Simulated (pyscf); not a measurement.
F–Si(O–SiH₃)(O–SiH₃)–O–SiH₃ + hydrogen fluoride (HF) → F–Si(F)(O–SiH₃)–O–SiH₃ + silanol (HO–SiH₃), a four-centre exchange (singlet surface; O–Si, F–H broken, F–Si, H–O formed). Single points on ωB97X-D3(BJ)/def2-SVP structures (PySCF, gas phase). Energies in kcal/mol from the separated reactants.

Small-basis levels: PySCF, no dispersion term, spherical d functions. AM1 to PM7: differences of heats of formation from MOPAC. GFN2-xTB: tblite. Cost: rough CPU time at the saddle relative to B3LYP/6-31G*, from one job on a shared machine.

```csv
level,barrier,reaction energy,cost
HF/STO-3G,10.0,+1.8,0.06
HF/6-31G*,26.1,-9.5,0.1
BP86/6-31G*,?,-12.6,2
B3LYP/LANL2DZ,?,-2.5,0.5
B3LYP/def2-SVP,8.2,-8.0,1
GFN2-xTB,17.3,-10.7,under 0.02
AM1,38.1,-15.4,under 0.02
PM6,31.2,-9.8,under 0.02
PM7,46.7,-6.9,under 0.02
ωB97M-D3(BJ)/def2-TZVP,?,-5.3,–
```

Q: Fill in the missing entries.

A: 
- BP86/6-31G*, barrier: 3.0
- B3LYP/LANL2DZ, barrier: 2.9
- ωB97M-D3(BJ)/def2-TZVP, barrier: 17.4

Against the last row the barrier runs from -14.4 (B3LYP/LANL2DZ) to +29.4 kcal/mol (PM7). ωB97M-D3(BJ)/def2-TZVP has limits of its own. On the reactant side the descent ends in a complex, 6.8 kcal/mol under the separated species and 24.3 kcal/mol under the saddle at ωB97X-D3(BJ)/def2-TZVP. On the product side the descent ends in an adduct with a O–Si contact (not fully relaxed), 0.4 kcal/mol over the separated species and 20.0 kcal/mol under the saddle at ωB97X-D3(BJ)/def2-TZVP. What is counted as broken (O–Si) persists as a longer contact in the product adduct; parting that adduct is a step of its own. One saddle was located; it need not be the lowest between these sides.
